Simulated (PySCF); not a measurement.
Molecule: SMILES C(C#C)[c+]1cc1, [C$_{6}$H$_{5}$]+.

Atom-mapped SMILES (the numbers label the heavy atoms): `[CH:1]#[C:2][CH2:3][c+:4]1[cH:5][cH:6]1`. Each H is labelled by its parent atom.

Geometry PBE0-D3(BJ)/def2-SVP throughout; GIAO in PySCF, gas phase, one conformer, non-relativistic; equivalent atoms averaged; functional PBE0.

**Question.** How do the absolute shieldings σ depend on the basis set? (ppm; last column core-seconds on shared hosts with different chips, so compare them loosely)

**Answer.** 
| basis set | functions | C4 | C5/C6 | C1 | C2 | C3 | H(C5)/H(C6) | H(C3) | H(C1) | core-s |
| --- | --- | --- | --- | --- | --- | --- | --- | --- | --- | --- |
| STO-3G | 35 | 88.3 | 90.3 | 155.0 | 184.1 | 207.4 | 21.85 | 28.10 | 28.75 | 2.7 |
| 6-31G | 64 | 22.3 | 33.9 | 112.7 | 138.3 | 178.6 | 22.18 | 27.86 | 29.25 | 4.2 |
| pcSseg-0 | 64 | -4.2 | 4.2 | 90.5 | 122.8 | 172.3 | 22.63 | 28.10 | 29.42 | 4.3 |
| 6-31G* | 94 | 23.0 | 34.1 | 108.7 | 138.1 | 174.7 | 21.95 | 27.47 | 28.87 | 6 |
| def2-SVP | 109 | 16.8 | 28.9 | 105.0 | 133.1 | 176.7 | 21.21 | 26.97 | 28.39 | 6.9 |
| cc-pVDZ | 109 | 18.3 | 31.1 | 107.5 | 135.3 | 176.3 | 21.12 | 26.77 | 28.26 | 7.4 |
| pcSseg-1 | 127 | -1.9 | 8.7 | 87.4 | 118.8 | 163.9 | 20.98 | 26.63 | 27.97 | 12 |
| aug-cc-pVDZ | 183 | 18.2 | 31.2 | 108.7 | 133.9 | 174.6 | 21.08 | 26.73 | 28.35 | 16 |
| 6-311+G(2d,p) | 192 | 3.9 | 15.6 | 92.6 | 121.0 | 166.7 | 21.31 | 26.94 | 28.48 | 17 |
| def2-TZVP | 216 | 1.2 | 13.6 | 92.9 | 120.9 | 165.8 | 21.25 | 26.90 | 28.46 | 21 |
| cc-pVTZ | 250 | 4.1 | 15.5 | 93.2 | 122.6 | 167.0 | 21.05 | 26.68 | 28.34 | 23 |
| IGLO-III | 260 | -4.9 | 7.4 | 87.5 | 116.8 | 163.1 | 21.14 | 26.76 | 28.31 | 24 |
| pcSseg-2 | 286 | -6.5 | 5.8 | 86.7 | 116.2 | 162.9 | 21.00 | 26.63 | 28.25 | 28 |

**Question.** Which nucleus moves most, in ppm?

**Answer.** C4 (unsaturated ring carbon): from -6.5 ppm with pcSseg-2 to 88.3 ppm with STO-3G. The smallest spread is 1.44 ppm, at H(C1). Proton shifts span only some 12 ppm, so a few tenths of a ppm matter as much there as several ppm in carbon.

**Question.** Taking the largest basis, pcSseg-2 (286 functions), as the yardstick, rank the others by their worst heavy-atom deviation.

**Answer.** IGLO-III 1.6 ppm (260 functions), pcSseg-1 4.6 ppm (127 functions), def2-TZVP 7.8 ppm (216 functions), pcSseg-0 9.4 ppm (64 functions), 6-311+G(2d,p) 10.4 ppm (192 functions), cc-pVTZ 10.6 ppm (250 functions), def2-SVP 23.4 ppm (109 functions), cc-pVDZ 25.3 ppm (109 functions), aug-cc-pVDZ 25.4 ppm (183 functions), 6-31G 28.9 ppm (64 functions), 6-31G* 29.6 ppm (94 functions), STO-3G 94.8 ppm (35 functions).

A small basis that lands close on one nucleus may do so by chance; judge by the trend and by all nuclei.
